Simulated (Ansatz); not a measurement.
**Hydrogen sulfide (H2S): vertical ionisation energy**

One table from this session's results is given with a row withheld; the runs are named, their logs left out.

Computed with Ansatz 0.2.0, Gaussian basis. Level: unrestricted cation, the program's frozen cores in correlated methods.

The runs, in order: UKS PBE-D4/def2-TZVPP; UKS r2SCAN-D4/def2-TZVPP; UKS PBE0-D4/def2-TZVPP; UKS B3LYP-D4/def2-TZVPP; UKS wB97X-V/def2-TZVPP; UKS wB97M-V/def2-TZVPP; UKS B2PLYP/def2-TZVPP; UHF-CCSD(T)/def2-TZVPP; UHF-CCSD(T)/def2-QZVPP; extrapolation to the limit; then −ε(HOMO) from the neutral's earlier runs with LDA (SPW92), PBE-D4, revPBE-D4, BLYP-D4, r2SCAN-D4, B97M-V, PBE0-D4, B3LYP-D4, r2SCANh-D4, r2SCAN0-D4, HSE06-D4, BHLYP-D4, CAM-B3LYP-D4, LC-ωPBE, ωB97X-V, ωB97M-V.

### Structure used throughout

The geometry comes from an earlier relaxation with PBE0-D4 in a triple-zeta def2 set; it is a stationary point.

3 atoms, charge 0, spin multiplicity 1.

Atoms are counted from 1 here; the program's logs count them from 0.

Bond lengths: S1–H2 1.341 Å, S1–H3 1.341 Å. Angles: H2–S1–H3 92.3°.

Coordinates:

```
S     0.49550   -0.28065    0.24388
H     0.09793    0.99771    0.16237
H    -0.59343   -0.71707   -0.40626
```

Set-up of the first run:

File in.yaml:

```yaml
crystal:
  periodic: [false, false, false]
  atoms:
    - {symbol: S, position_ang: [0.495498, -0.280650, 0.243885]}
    - {symbol: H, position_ang: [0.097931, 0.997712, 0.162375]}
    - {symbol: H, position_ang: [-0.593428, -0.717071, -0.406260]}
basis:
  gaussian: {orbitals: def2-TZVPP}
total_charge: 1
magnetization: {spin_polarized: true, initial_magnetization: 1}
hamiltonian: {xc: pbe, dispersion: d4}
```

Started as:

```bash
> ansatz run in.yaml --threads 2 --pin off --events-out ev --progress --plain --max-ram 32768MiB --backend cpu
```

Among the steps run: Cation, UKS PBE-D4/def2-TZVPP; Cation, UKS r2SCAN-D4/def2-TZVPP; Cation, UKS PBE0-D4/def2-TZVPP; Cation, UKS B3LYP-D4/def2-TZVPP; Cation, UKS wB97X-V/def2-TZVPP; Cation, UKS wB97M-V/def2-TZVPP; Cation, UKS B2PLYP (frozen core)/def2-TZVPP; Cation, UHF-CCSD(T)/def2-TZVPP; Cation, UHF-CCSD(T)/def2-QZVPP.

One of the session's tables, all rows but one given; the rest of the session is left out.

Orbital estimates, from the neutral's runs:

```
  functional  −ε(HOMO) (eV)
 LDA (SPW92)           6.30
      PBE-D4           6.20
   revPBE-D4           6.16
     BLYP-D4           6.04
   r2SCAN-D4              ?
      B97M-V           6.56
     PBE0-D4           7.49
    B3LYP-D4           7.23
  r2SCANh-D4           6.97
  r2SCAN0-D4           7.68
    HSE06-D4           7.08
    BHLYP-D4           8.62
CAM-B3LYP-D4           8.87
     LC-ωPBE          10.34
     ωB97X-V           9.93
     ωB97M-V           9.74
```

**Question.** Estimate the row for r2SCAN-D4.

Worked estimate for «−ε(HOMO) (eV)». Against the share of exact exchange, r2SCANh-D4 (0.1, 6.97), r2SCAN0-D4 (0.25, 7.68) give a slope of 4.73 per unit share; at 0 the line stands at 6.50.

**Answer.** −ε(HOMO) (eV): 6.49. In «−ε(HOMO) (eV)» the line misses by +0.01.
